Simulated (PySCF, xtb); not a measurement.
H3Si, SMILES [SiH3] (connectivity only; charge and spin as stated), charge +1, multiplicity 1.

xtb with GFN2-xTB at its own geometry gives an orbital gap of 4.04 eV.

Geometry optimised at B3LYP-D3(BJ)/def2-TZVPD. The spin state was assumed, not searched. The isomer is the one that the SMILES or the coordinates give; other isomers of the formula were not compared.

**Question.** What does M06-2X/def2-TZVPD in PySCF give? (The exact figures need the calculation; the answer reports its results.)

**Answer.** gap 9.63 eV (levels -18.97 and -9.34 eV).
